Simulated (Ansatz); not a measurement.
Gas-phase electronic energies from Ansatz, PBE0-D4/def2-TZVP geometries. CCSD(T)/CBS adds triple-zeta CCSD(T) − MP2 to the extrapolated MP2 energy (def2 sets, frozen cores). DFT in def2-TZVPP. B3LYP here is the variant with VWN-RPA as its local correlation; programs differ in this. One conformer a species, not always the lowest.

`C=C(N)NC` → `C/N=C/NC`  (isomerisation)

```json
{"level": "B3LYP-D4", "ΔE (kJ/mol)": "-10.1"}
{"level": "PBE", "ΔE (kJ/mol)": "-12.9"}
{"level": "PBE0", "ΔE (kJ/mol)": "-8.3"}
{"level": "B3LYP", "ΔE (kJ/mol)": "-13.0"}
{"level": "HF/def2-TZVPP", "ΔE (kJ/mol)": "-10.4"}
{"level": "SCS-MP2/def2-TZVPP", "ΔE (kJ/mol)": "-11.9"}
{"level": "CCSD/def2-TZVPP", "ΔE (kJ/mol)": "-7.8"}
{"level": "HF/def2-QZVPP", "ΔE (kJ/mol)": "-10.8"}
```

(1) What does CCSD(T)/CBS give? (Estimate.)

Largest T1 diagnostic among the species: 0.012.

Answers

(1) Computed: -5.2 kJ/mol. The listed levels differ from it by -4.9, -7.7, -3.1, -7.8, -5.2, -6.7, -2.6, -5.6 kJ/mol.

From PBE to PBE0 (25 % exact exchange), in def2-TZVPP and without D4, ΔE moves by +4.6 kJ/mol.
